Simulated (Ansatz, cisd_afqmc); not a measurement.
Species: NH₃, charge 0, singlet. NH3 (SMILES N).
B3LYP-D3(BJ)/def2-TZVP minimum from Ansatz (a first-principles code):
```xyz
4

N      0.0022    -0.0038     0.1116
H     -0.0020     0.9512    -0.2281
H      0.8095    -0.4644    -0.2929
H     -0.8232    -0.4600    -0.2599
```

Total energies in cc-pVTZ, 8 correlated electrons, 1 frozen orbitals. Radicals and triplets start from unrestricted determinants; spin-orbit coupling is neglected. Cores are frozen in correlated methods. No relativity. The Monte Carlo rows (phaseless AFQMC, CISD trial, step 0.005/hartree) carry one-sigma bars that omit the constraint's bias. Outlying blocks are dropped, and bars are widened where a walk drifts. Over all cases where full CI ran beside it in this data, AFQMC minus full CI had a median of +0.1 mEh and passed +0.4 mEh in a tenth of the cases.

```
method         program        energy (Eh)  minus CCSDT(Q) (mEh)
----------  ----------  -----------------  --------------------
HF              Ansatz          -56.21775                255.81
MP2             Ansatz          -56.45286                 20.70
CCSD            Ansatz          -56.46541                  8.15
CCSD(T)         Ansatz          -56.47304                  0.51
CCSDT(Q)        Ansatz          -56.47355                  0.00
AFQMC/CISD  cisd_afqmc  -56.4739 ± 0.0003            -0.3 ± 0.3
```

Rough core times of Ansatz's runs on a shared machine: CCSD(T) under 20 s, CCSDT(Q) 30 s.
